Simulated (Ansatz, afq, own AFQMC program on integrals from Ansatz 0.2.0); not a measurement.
## Where AFQMC and coupled cluster stand for AlGeH4, quartet

```xyz
6

Ge    0.0000    0.0000    0.7847
Al    0.0000    0.0000   -1.8784
H    -1.1260    0.0000   -0.5236
H     1.1260    0.0000   -0.5236
H     0.0000   -1.4027   -2.6096
H     0.0000    1.4027   -2.6096
```

Connectivity, by distances: Ge–AlH2, 2 bridging H.

Basis 6-31G. Only valence electrons are correlated. AFQMC by an in-house program on the Cholesky factors that Ansatz 0.2.0 writes for its CCSD(T) run. ph-AFQMC/CISD is guided by a CISD state made of CCSD amplitudes; releasing the constraint for a short imaginary time cuts its bias at the price of noise, slowly where states lie close. Error bars are statistical, one sigma. No spin–orbit coupling.

Determinant: UHF, the one that the program's search chose, which needn't be the lowest solution. The geometry is a PBE0/def2-TZVP stationary point of this or a neighbouring charge and spin state.

No full CI on the walks' own integrals is used here. The released AFQMC energy serves as the reference, which it does only where one determinant dominates, the energy is flat over the last release times and near the phaseless one (40 meV or 2 meV an electron, half that with transition metals). On small molecules, where full CI could be run and the noise was under 10 meV, such values lay within 10 meV of it in 19 cases of 20, a flattering rate, since the rule was set on those same cases; what remains of the bias isn't in the error bar.

Cautions: no relativity below Rb; no spin-orbit coupling; inner d shell frozen; another spin lies lower (by 3.86 eV); the ph-AFQMC/CISD walk drifts between its halves (2.5 errors); the released value is read at 2.40 1/Eh (meV from the phaseless value at times in 1/Eh: 0.5 ± 1.9 at 0.24, -1.4 ± 1.6 at 0.51, -2.9 ± 1.2 at 0.99, -3.1 ± 0.9 at 1.62, -6.6 ± 1.5 at 2.40).

* T1 diagnostic: 0.0274
* weight of the determinant in the CISD state: 0.899
* ⟨S²⟩ of the determinant: 3.761
* size of the correlated space: 11 electrons in 31 orbitals

Reference: AFQMC with the constraint released, correlation energy -2.962 ± 0.002 eV.

| level | E − E(reference) (kcal/mol) | share of correlation (%) |
| --- | --- | --- |
| HF | 68.32 ± 0.03 | 0.00 |
| MP2 | 21.02 ± 0.03 | 69.22 |
| CCSD | 2.33 ± 0.03 | 96.59 |
| CCSD(T) | 0.72 ± 0.03 | 98.94 |
| ph-AFQMC/HF | 0.63 ± 0.31 | 99.08 |
| ph-AFQMC/CISD | 0.15 ± 0.06 | 99.78 |

A walk keeps the symmetry of its determinant, which the program's search chose and which needn't be the lowest solution, so a lower state of the same spin and another symmetry isn't excluded. Released energies are given only where the last usable release times agree within the noise; a slower fall can still hide under it.
